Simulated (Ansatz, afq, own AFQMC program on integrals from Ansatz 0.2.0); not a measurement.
**SiH4Cl, doublet: AFQMC among the cluster methods**

```yaml
atoms:
  - { symbol: Cl, position_ang: [-1.4843, 0.0000, 0.0000] }
  - { symbol: H, position_ang: [-0.0283, 0.0000, 0.0000] }
  - { symbol: Si, position_ang: [1.6487, 0.0000, 0.0000] }
  - { symbol: H, position_ang: [2.0987, -1.4163, 0.0000] }
  - { symbol: H, position_ang: [2.0987, 0.7081, -1.2265] }
  - { symbol: H, position_ang: [2.0987, 0.7081, 1.2265] }
```

Connectivity, by distances: Cl ··· SiH3, 1 bridging H.

Basis cc-pVTZ. Noble-gas cores (and the filled d shells of Ga–Kr and In–Xe) are frozen. Ansatz 0.2.0 and our own AFQMC program on the same integrals; the CISD trial comes from CCSD amplitudes, and released means the phaseless constraint is let go. Uncertainties: one standard error, sampling alone.

Determinant: UHF, the one that the program's search chose, which needn't be the lowest solution. The geometry is a point of a scan.

No full CI on the walks' own integrals is used here. The released AFQMC energy serves as the reference, which it does only where one determinant dominates, the energy is flat over the last release times and near the phaseless one (40 meV or 2 meV an electron, half that with transition metals). On small molecules, where full CI could be run and the noise was under 10 meV, such values lay within 10 meV of it in 19 cases of 20, a flattering rate, since the rule was set on those same cases; what remains of the bias isn't in the error bar.

Cautions: the released value is read at 1.50 1/Eh (meV from the phaseless value at times in 1/Eh: -5 ± 6 at 0.24, -21 ± 5 at 0.51, -27 ± 7 at 0.99, -23 ± 9 at 1.50).

The T1 diagnostic is 0.0135 and the weight of the determinant in the CISD state is 0.848. The ⟨S²⟩ of the determinant is 0.774 and the size of the correlated space is 15 electrons in 114 orbitals.

```tsv
level	correlation energy (eV)
MP2	-8.9856
CCSD	-10.2324
CCSD(T)	-10.5854
```

**Question.** Estimate where phaseless AFQMC with a CISD trial lies against CCSD(T) on the same integrals.

**Answer.** 3.8 ± 0.6 kJ/mol below CCSD(T).

Reference: AFQMC with the constraint released, correlation energy -10.649 ± 0.009 eV.

```csv
level,E − E(reference) (kJ/mol),share of correlation (%)
CCSD(T),6.1 ± 0.9,99.41
ph-AFQMC/CISD,2.3 ± 1.0,99.78
```

A walk keeps the symmetry of its determinant, which the program's search chose and which needn't be the lowest solution, so a lower state of the same spin and another symmetry isn't excluded. Released energies are given only where the last usable release times agree within the noise; a slower fall can still hide under it.
